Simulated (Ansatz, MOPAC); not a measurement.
System: C$_{4}$H$_{4}$N, net charge 0, doublet state. SMILES: [c]1ccc[nH]1

Atoms: H1, N2, C3, C4, C5, C6, H7, H8, H9. Bonds: H1-N2, N2-C3, N2-C4, C3-C5, C4-C6, C4-H7, C5-C6, C5-H8, C6-H9.

Bond lengths (Å) and angles (degrees) optimised at PM3 with MOPAC; PM7 with MOPAC; MNDO with MOPAC; B3LYP/6-31G* with Ansatz (a quantum-chemistry and plane-wave program), each started from the B3LYP-D3(BJ)/def2-TZVP structure (Ansatz) of the last column. A row stands for all coordinates that are equal there; 11 of 21 kinds are shown. 6-31G* holds six Cartesian d functions. At PM3 the structure is a saddle point. No wavenumbers were computed at MNDO, so these may be saddle points.

```
coordinate    PM3    PM7   MNDO  B3LYP/6-31G*  B3LYP-D3(BJ)/def2-TZVP
----------  -----  -----  -----  ------------  ----------------------
H1-N2       0.987  0.991  0.995         1.008                   1.004
N2-C3       1.342  1.356  1.364         1.361                   1.354
N2-C4       1.449  1.414  1.425         1.387                   1.384
C3-C5       1.485  1.366  1.499         1.369                   1.363
C4-C6       1.409  1.392  1.425         1.377                   1.372
C4-H7       1.089  1.068  1.080         1.081                   1.076
C5-C6       1.401  1.440  1.414         1.436                   1.434
C5-H8       1.087  1.064  1.079         1.080                   1.075
C3-N2-C4    112.2  105.2  113.1         108.0                   107.9
N2-C3-C5    104.7  114.7  103.9         111.2                   111.4
N2-C4-C6    106.2  108.0  106.6         107.6                   107.5
```

Mean signed difference of all 9 bond lengths from B3LYP-D3(BJ)/def2-TZVP: PM3 0.022 Å, PM7 0.002 Å, MNDO 0.025 Å, B3LYP/6-31G* 0.005 Å.
